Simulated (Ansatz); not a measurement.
Elements on the sites of an ideal hcp lattice, at a guessed lattice constant:

```xyz
16
Lattice="2.9494 -5.1085 0.0000 2.9494 5.1085 0.0000 0.0000 0.0000 9.4380" Properties=species:S:1:pos:R:3 pbc="T T T"
Cr    1.4747   -0.8514    5.8987
Cr    4.4241   -0.8514    1.1797
Cr    4.4241    0.8514    3.5392
Zr    2.9494   -3.4056    1.1797
Zr    2.9494    3.4056    3.5392
Mo    2.9494   -1.7029    8.2582
Mo    1.4747    0.8514    3.5392
Mo    1.4747    0.8514    8.2582
Hf    2.9494   -3.4056    5.8987
Hf    2.9494    1.7029    1.1797
Ta    1.4747   -0.8514    1.1797
Ta    2.9494    1.7029    5.8987
Ta    4.4241   -0.8514    5.8987
Ta    2.9494   -1.7029    3.5392
Ta    4.4241    0.8514    8.2582
Ta    2.9494    3.4056    8.2582
```

Cell and atoms were relaxed without symmetry on coarser meshes and computed once more. All numbers below come from DFT PBE, scalar-relativistic, plane waves, PAW (Ansatz 0.2.0).

Plane waves to 420 eV, a k mesh through Γ of 6×6×4 on the computed 16-atom cell and Gaussian smearing (0.10 eV); collinear spin from starting moments 1.5 2.04 1.89 0 0 -0.14 0 0 0 0 0 0 0 -0.15 0 0 μB.

The relaxation ran on 3×3×2 (shifted) k points with a smearing of 0.1 eV, from sites shaken by 0.02 Å.

Task: What does the relaxation give?

Result: A volume of 17.67 Å³/atom and no gap on the mesh. It lies 0.11 eV/atom above the elements' standard states (static lattices, no corrections for gases). The atoms leave their sites by 0.39 Å (root mean square) and 0.47 Å at most, and the cell stretches by up to 12.5 % at fixed volume, so the lattice hasn't survived. One magnetic start was tried.

```
Cr Zr Mo Hf Ta
1.0
     3.31277   -4.59744    0.00294
     3.30836    4.59489    0.00785
     0.01727    0.00454    9.28787
Cr Zr Mo Hf Ta
3 2 3 2 6
Direct
  0.39117 0.13077 0.63285
  0.85691 0.61235 0.11455
  0.62211 0.86661 0.38316
  0.88913 0.12722 0.13167
  0.13260 0.87696 0.37700
  0.62558 0.37331 0.87120
  0.13278 0.38043 0.38157
  0.12858 0.37637 0.87038
  0.88189 0.12321 0.61800
  0.36892 0.62750 0.13136
  0.40353 0.14323 0.10790
  0.36459 0.61740 0.62184
  0.85402 0.61194 0.63539
  0.62552 0.37673 0.37672
  0.62251 0.87179 0.87163
  0.12709 0.87611 0.87121
```

The final mesh leaves forces up to 0.15 eV/Å and stresses up to 1.3 GPa: the relaxation ran on a coarser mesh, so the cell's shape, its bonds and its energy belong partly to that mesh.

Spin-orbit coupling is left out, which matters for the bands of heavy elements. Only parallel moments were tried here.

Cost: 2 runs of about 57 core-minutes in all (earlier runs that led there not counted), on Intel Xeon 6975P-C (Granite Rapids) (shared hosts).